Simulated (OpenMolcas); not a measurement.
# O2F (SMILES [O]OF): UPBEsol/ANO-S-MB (C-PCM toluene, population LoProp)

Aim: the vertical electron affinity of O2F at UPBEsol/ANO-S-MB (C-PCM toluene, population LoProp), from 2 runs. 

The results are computed with OpenMolcas 26.06.

10 further runs of the same task are left out: 3 that didn't finish, 7 set aside as unsound or not needed.

## 1. The system as given

O2F has 3 atoms, charge 0, and is taken as a doublet. As SMILES, `[O]OF`. The coordinates come from a GFN2-xTB relaxation.

Bond lengths: O1–O2 1.194 Å. A long bond or contact: O2–F3 1.563 Å.

## 2. Energy and one-electron properties at UPBEsol/ANO-S-MB (C-PCM toluene, population LoProp)

Contents of calc.inp:

```
>>> EXPORT MOLCAS_PRINT=2

&GATEWAY
  Coord
  3
  angstrom
  O        0.949760      -0.292600       0.491570
  O        0.124690       0.486900       0.122000
  F       -1.074440      -0.194290      -0.613560
  Basis=ANO-S-MB
  Group=NoSym
  RF-Input
  PCM-Model
  Solvent=toluene
  Conductor
  End of RF-Input

&SEWARD

&SCF
  UHF
  Spin=2
  KSDFT=PBEsol
  PrOrbitals=1 2

&LOPROP
  NoField
```

On the command line:

```
$ export MOLCAS_MEM=1860
$ pymolcas calc.inp > calc.log
```

The program printed:

```text
--- Start Module: gateway ---
[...]
--- Stop Module: gateway /rc=_RC_ALL_IS_WELL_ ---
[...]
      Basis functions           15
[...]
--- Start Module: scf ---
[...]
       Convergence after  17 Iterations
[...]
::    Total KS-DFT energy                            -248.9473349686
[...]
      Total spin, S                                     0.5028095440
[...]
      Total electronic charge=   25.000000
      Total            charge=   -0.000000
[...]
      Dipole Moment (debye):
      Origin of the operator (angstrom)=   -0.0633   -0.0114   -0.0361
                   X=  4.5438E-01               Y=  1.4965E-01               Z=  2.6687E-01           Total=  5.4780E-01
      Quadrupole Moment (debye*angstrom):
[...]
--- Stop Module: scf /rc=_RC_ALL_IS_WELL_ ---
[...]
--- Start Module: loprop ---
[...]
--- Stop Module: loprop /rc=_RC_ALL_IS_WELL_ ---
[...]
```

Wall time 3.3 s (1 thread of Intel Xeon 6975P-C (Granite Rapids), shared host); peak memory 0.37 GiB.

Atomic charges (e):

```tsv
atom	Mulliken	program's own
O1	+0.007	-0.015
O2	+0.101	+0.131
F3	-0.107	-0.116
```

## 3. The singlet anion, same level

Contents of calc.input:

```
* FO2 Kohn-Sham DFT
>>> EXPORT MOLCAS_PRINT=2

&gateway
  coord
  3
  angstrom
  O        0.949760      -0.292600       0.491570
  O        0.124690       0.486900       0.122000
  F       -1.074440      -0.194290      -0.613560
  basis
  ANO-S-MB
  group
  NoSym
  rf-input
  PCM-Model
  Solvent=toluene
  Conductor
  End of RF-Input

&seward

&scf
  charge
  -1
  ksdft
  PBEsol
  prorbitals
  1 2

&loprop
  nofield
```

On the command line:

```
$ export MOLCAS_MEM=1860
$ pymolcas calc.input > calc.log
```

The program printed:

```text
--- Start Module: gateway ---
[...]
--- Stop Module: gateway /rc=_RC_ALL_IS_WELL_ ---
[...]
      Basis functions           15
[...]
--- Start Module: scf ---
[...]
       Convergence after  19 Iterations
[...]
::    Total KS-DFT energy                            -249.0485251967
[...]
      Total spin, S                                     0.0000000000
[...]
      Total electronic charge=   26.000000
      Total            charge=   -1.000000
[...]
      Dipole Moment (debye):
      Origin of the operator (angstrom)=   -0.0633   -0.0114   -0.0361
                   X= -5.2879E-01               Y=  2.5583E-01               Z= -2.6354E-01           Total=  6.4383E-01
      Center of Charge (angstrom)
[...]
--- Stop Module: scf /rc=_RC_ALL_IS_WELL_ ---
[...]
--- Start Module: loprop ---
[...]
--- Stop Module: loprop /rc=_RC_ALL_IS_WELL_ ---
[...]
```

It took 3.3 s on 1 thread of Intel Xeon 6975P-C (Granite Rapids), shared host; peak memory 0.37 GiB.

Atomic charges (e):

```tsv
atom	Mulliken	program's own
O1	-0.412	-0.433
O2	-0.204	-0.182
F3	-0.383	-0.385
```

## 4. Summary of results

Level: UPBEsol/ANO-S-MB (C-PCM toluene, population LoProp).

| quantity | value |
| --- | --- |
| doublet O2F: total energy | -248.94733 Eh |
| doublet O2F: dipole moment | 0.55 D |
| doublet O2F: HOMO energy (highest over α and β) | -8.78 eV |
| doublet O2F: LUMO energy (lowest over α and β) | -7.25 eV |
| doublet O2F: ⟨S²⟩ | 0.756 |
| singlet anion: total energy | -249.04853 Eh |
| singlet anion: HOMO energy | 1.85 eV |
| singlet anion: LUMO energy | 2.91 eV |
| singlet anion: HOMO–LUMO gap (to an unbound level, set by the basis) | 1.06 eV |
| vertical electron affinity (to the singlet anion) | 2.754 eV |

At fixed nuclei the extra electron is bound by 2.75 eV (63 kcal/mol). In a minimal basis such a difference can be off by several eV, whatever the method. The HOMO (singlet anion) lies at positive energy, 1.85 eV, as semi-local functionals often give for anions; only total energies tell whether the electron is bound.
